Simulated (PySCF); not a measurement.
Formic acid, CH₂O₂.
Z-matrix (Å and degrees, B3LYP/6-31+G* geometry), rows numbered from 1:
```
O 
C   1  1.2071
O   2  1.3480  1  125.11
H   2  1.0983  1  125.11  3   179.99
H   3  0.9781  2  107.84  1    -0.04
```

Computed with B3LYP/6-31+G* geometry optimisation, gas phase (PySCF).

Masses are those of the commonest isotopes; rigid-rotor values at the optimised geometry. The values belong to one conformer with, in the numbering `[O:1]=[CH:2][OH:3]`, O1–C2–O3–H 0°.

Problem. What are A, B and C (cm⁻¹)?

Solution. Ia = 6.55, Ib = 42.30, Ic = 48.85 u·Å²; 505379 MHz·u·Å²/I gives 77177, 11947 and 10346 MHz, that is A = 2.57434, B = 0.39852, C = 0.34510 cm⁻¹.

Problem. What kind of rotor is it?

Solution. A near-prolate asymmetric top. Ray's parameter κ = (2B − A − C)/(A − C) = -0.952; −1 is the prolate and +1 the oblate limit.

Problem. Is it planar, by Δ = Ic − Ia − Ib?

Solution. Planar: Δ = Ic − Ia − Ib = 0.00 u·Å². For a rigid frame Δ = −2 Σ m c², so it vanishes when all atoms lie in the ab plane; here none is more than 0.01 Å from it.

Problem. List the rotational levels J(Ka,Kc) to J = 2 (K).

Solution. Above 0(0,0), as E/k:
J = 1: 1(0,1) 1.070, 1(1,1) 4.200, 1(1,0) 4.277
J = 2: 2(0,2) 3.208, 2(1,2) 6.263, 2(1,1) 6.494, 2(2,1) 15.885, 2(2,0) 15.887
Those of J = 1 are B + C, A + C and A + B.

Problem. Which lines would a microwave search look for?

Solution. The dipole components are |μa| = 1.52 D, |μb| = 0.12 D, |μc| = 0.00 D; the mirror of this Cs structure is the ab plane, so μc vanishes by symmetry and there are no c-type lines. Intensities carry the squares of the components, which stand as 1.00 : 0.01 (a : b). Some lines, for components of 0.1 D or more:

| type | branch | J(Ka,Kc) | MHz | lower level (cm⁻¹) |
| --- | --- | --- | --- | --- |
| a | Q | 1(1,0) ← 1(1,1) | 1602 | 2.919 |
| b | R | 3(0,3) ← 2(1,2) | 3106 | 4.353 |
| a | Q | 3(1,2) ← 3(1,3) | 9609 | 6.503 |
| a | R | 1(0,1) ← 0(0,0) | 22293 | 0.000 |
| a | R | 2(1,2) ← 1(1,1) | 42984 | 2.919 |
| a | R | 3(1,3) ← 2(1,2) | 64459 | 4.353 |
| a | R | 3(0,3) ← 2(0,2) | 66763 | 2.230 |
| b | Q | 1(1,0) ← 1(0,1) | 66831 | 0.744 |
| a | R | 3(2,2) ← 2(2,1) | 66879 | 11.041 |
| a | R | 3(2,1) ← 2(2,0) | 66996 | 11.042 |
| b | Q | 2(1,1) ← 2(0,2) | 68462 | 2.230 |
| b | Q | 3(1,2) ← 3(0,3) | 70962 | 4.457 |
| b | R | 2(1,2) ← 1(0,1) | 108214 | 0.744 |
| b | R | 3(1,3) ← 2(0,2) | 128116 | 2.230 |
| b | Q | 2(2,0) ← 2(1,1) | 195717 | 4.514 |
| b | Q | 2(2,1) ← 2(1,2) | 200493 | 4.353 |
| b | Q | 3(2,2) ← 3(1,3) | 202913 | 6.503 |
| b | R | 2(2,1) ← 1(1,0) | 241876 | 2.973 |
| b | R | 2(2,0) ← 1(1,1) | 243506 | 2.919 |
| b | R | 3(2,2) ← 2(1,1) | 262567 | 4.514 |
| b | Q | 3(3,1) ← 3(2,2) | 330169 | 13.272 |
| b | R | 3(3,1) ← 2(2,0) | 397019 | 11.042 |

Problem. Estimate the classical rotational partition function at 25 K and 50 K.

Solution. Point group Cs, symmetry number σ = 1; q = (√π/σ)·√((kT/h)³/(ABC)), k/h = 20836.6 MHz/K: 216 at 25 K, 610 at 50 K.

No frequency check. Zero-point vibration and centrifugal distortion are left out.

The run took 5.0 s on one thread, Arm Neoverse N1 (aarch64), on a shared host, and the process peaked at 0.28 GiB of memory. That covers the optimisation of the geometry.
